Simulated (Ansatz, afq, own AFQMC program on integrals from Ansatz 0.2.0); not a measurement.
**H$_{2}$ + F, doublet in cc-pVTZ along one coordinate**

```xyz
3

H     0.0000    0.0000   -0.9603
H     0.0000    0.0000   -0.2153
F     0.0000    0.0000    1.1757
```

A hydrogen atom is moved from one rigid fragment to the other; the H1–H2 distance tells how far. The two fragments are held close together, so this isn't a minimum-energy path and the start is a compressed complex. Energies in kcal/mol count from this geometry (0.745 Å) at the same level; the start stands on UHF, each point on the determinant named.

Basis cc-pVTZ. Only valence electrons are correlated. Ansatz 0.2.0 and our own AFQMC program on the same integrals; the CISD trial comes from CCSD amplitudes, and released means the phaseless constraint is let go. Uncertainties: one standard error, sampling alone.

Cautions, each for one point or more: unrestricted determinant slightly spin contaminated.

```json
{"r(H1–H2) / Å": "0.885", "det.": "UHF", "T1": "0.034", "weight": "0.92", "⟨S²⟩": "0.81", "CCSD(T)": "-3.8", "ph-AFQMC/CISD": "-3.9 ± 0.09", "CCSDT(Q)": "-4.0", "B3LYP": "-4.6", "CCSD": "-3.0"}
{"r(H1–H2) / Å": "0.955", "det.": "UHF", "T1": "0.025", "weight": "0.93", "⟨S²⟩": "0.81", "CCSD(T)": "-7.8", "ph-AFQMC/CISD": "-7.8 ± 0.09", "CCSDT(Q)": "-7.9", "B3LYP": "-7.2", "CCSD": "-6.6"}
{"r(H1–H2) / Å": "1.026", "det.": "UHF", "T1": "0.016", "weight": "0.94", "⟨S²⟩": "0.78", "CCSD(T)": "-13.6", "ph-AFQMC/CISD": "-13.6 ± 0.09", "CCSDT(Q)": "-13.6", "B3LYP": "-11.0", "CCSD": "-12.2"}
{"r(H1–H2) / Å": "1.096", "det.": "UHF", "T1": "0.012", "weight": "0.94", "⟨S²⟩": "0.76", "CCSD(T)": "-19.9", "ph-AFQMC/CISD": "-19.9 ± 0.07", "CCSDT(Q)": "-19.8", "B3LYP": "-15.2", "CCSD": "-18.6"}
{"r(H1–H2) / Å": "1.236", "det.": "UHF", "T1": "0.009", "weight": "0.95", "⟨S²⟩": "0.75", "CCSD(T)": "-25.9", "ph-AFQMC/CISD": "-26.0 ± 0.08", "CCSDT(Q)": "-25.8", "B3LYP": "-17.8", "CCSD": "-25.1"}
```

Weight is that of the determinant in the CISD state; at the start T1 is 0.030 and the weight 0.93, and ⟨S²⟩ is 0.77. Largest departures from CCSDT(Q), at the points where its series has closed: CCSD(T) -0.2 kcal/mol at 1.236 (on UHF), ph-AFQMC/CISD -0.2 kcal/mol at 1.236 (on UHF), B3LYP 8.0 kcal/mol at 1.236, CCSD 1.4 kcal/mol at 1.026 (on UHF). Functionals count only at points shown to share the start's state and spin.

Some points may be missing: those where a free walk finds a much lower state, and past Zn most of those on another determinant than at the start.

A walk keeps the symmetry of its determinant, which the program's search chose and which needn't be the lowest solution, so a lower state of the same spin and another symmetry isn't excluded.
